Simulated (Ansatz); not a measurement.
Results of PBE-D3(BJ)+SOC (Ansatz, a program for electronic structure, plane waves, PAW) for 1T (CdI2-type) SnSe2.

Numerical settings: plane-wave cutoff 520 eV, 12×12×6 k mesh (along the axes of the cell as run), PAW data made under PBE.

Cell (relaxed at this level):

```cif
data_Se2Sn
_chemical_formula_sum 'Sn1 Se2'
_space_group_name_H-M_alt 'P 1'
_space_group_IT_number 1
_cell_length_a 3.84070
_cell_length_b 3.84070
_cell_length_c 6.00794
_cell_angle_alpha 90.000
_cell_angle_beta 90.000
_cell_angle_gamma 120.000
loop_
_space_group_symop_operation_xyz
  'x, y, z'
loop_
_atom_site_label
_atom_site_type_symbol
_atom_site_fract_x
_atom_site_fract_y
_atom_site_fract_z
_atom_site_occupancy
Sn1 Sn 0.00000 0.00000 0.00000 1
Se1 Se 0.33333 0.66667 0.26525 1
Se2 Se 0.66667 0.33333 0.73475 1
```

Question: Estimate the elastic constant C33, elastic constant C12, elastic constant C44, Voigt–Reuss–Hill bulk modulus, elastic constant C11, elastic constant C13 and elastic constant C66 that the calculation returns.

Answer: 
* **elastic constant C33**: 31.1 GPa
* **elastic constant C12**: 28.0 GPa
* **elastic constant C44**: 10.7 GPa
* **Voigt–Reuss–Hill bulk modulus**: 34.2 GPa
* **elastic constant C11**: 102 GPa
* **elastic constant C13**: 17.8 GPa
* **elastic constant C66**: 37.1 GPa

Elastic constants are with the ions relaxed.

Cost on a shared machine: about 120 core-minutes (a rough figure).
